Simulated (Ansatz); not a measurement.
# C3H6OS: small, medium and large basis sets

The task here is to estimate one member of a computed series from the others.

Program: Ansatz 0.2.0, Gaussian basis. Level of theory: one geometry, several basis sets. These are calculated values, not measurements.

Plan: PBE0-D4/def2-SVP; ωB97M-V/def2-SVP; PBE0-D4/def2-QZVPP; ωB97M-V/def2-QZVPP; the functionals' def2-TZVPP values are taken from earlier runs.

### The relaxed structure

The geometry comes from an earlier relaxation with PBE0-D4 in a triple-zeta def2 set; it is a stationary point, not always the lowest conformer.

SMILES `SC1COC1`, 11 atoms, charge 0, spin multiplicity 1.

Atoms are counted from 1 here; the program's logs count them from 0.

Bond lengths: S1–C2 1.798 Å, S1–H6 1.342 Å, C2–C3 1.532 Å, C2–C5 1.533 Å, C2–H7 1.089 Å, C3–O4 1.432 Å, C3–H8 1.097 Å, C3–H9 1.093 Å, O4–C5 1.434 Å, C5–H10 1.094 Å, C5–H11 1.095 Å. Angles: C2–S1–H6 97.3°, S1–C2–C3 114.5°, S1–C2–C5 120.3°, S1–C2–H7 109.9°, C3–C2–C5 84.1°, C3–C2–H7 112.6°, C5–C2–H7 113.3°, C2–C3–O4 91.4°, C2–C3–H8 113.9°, C2–C3–H9 116.7°, O4–C3–H8 111.8°, O4–C3–H9 112.6°, H8–C3–H9 109.5°, C3–O4–C5 91.5°, C2–C5–O4 91.2°, C2–C5–H10 116.8°, C2–C5–H11 113.5°, O4–C5–H10 112.1° and more.

The first run:

Input file in.yaml:

```yaml
crystal:
  periodic: [false, false, false]
  atoms:
    - {symbol: S, position_ang: [-1.776667, 1.017856, -0.096561]}
    - {symbol: C, position_ang: [-0.107020, 0.446305, 0.246817]}
    - {symbol: C, position_ang: [-0.025670, -0.972616, 0.817958]}
    - {symbol: O, position_ang: [0.975532, -1.336966, -0.138257]}
    - {symbol: C, position_ang: [0.760043, -0.128473, -0.879542]}
    - {symbol: H, position_ang: [-1.459843, 2.280484, -0.424411]}
    - {symbol: H, position_ang: [0.416079, 1.176399, 0.862091]}
    - {symbol: H, position_ang: [-0.944983, -1.556957, 0.688522]}
    - {symbol: H, position_ang: [0.324298, -1.067966, 1.848698]}
    - {symbol: H, position_ang: [1.695894, 0.394053, -1.096954]}
    - {symbol: H, position_ang: [0.207735, -0.309219, -1.807761]}
basis:
  gaussian: {orbitals: def2-SVP}
hamiltonian: {xc: pbe0, dispersion: d4}
output: {orbitals: {seedname: orbitals}}
```

Among the steps run: PBE0-D4 in def2-SVP; ωB97M-V in def2-SVP; PBE0-D4 in def2-QZVPP; ωB97M-V in def2-QZVPP.

One table of the session follows, with a row left open; its other results are not shown here.

It belongs to the step «Functionals by basis». 

```
functional       basis  HOMO (eV)  LUMO (eV)
   PBE0-D4    def2-SVP      -6.92       0.75
   PBE0-D4  def2-TZVPP          ?          ?
   PBE0-D4  def2-QZVPP      -7.09       0.04
   ωB97M-V    def2-SVP      -9.15       2.68
   ωB97M-V  def2-TZVPP      -9.30       2.03
   ωB97M-V  def2-QZVPP      -9.34       1.52
```

Q: Estimate the row for PBE0-D4, def2-TZVPP from the others.

The run gave: HOMO (eV): -7.05; LUMO (eV): 0.26. In the column «HOMO (eV)» it lies between PBE0-D4, def2-QZVPP (-7.09) and PBE0-D4, def2-SVP (-6.92).
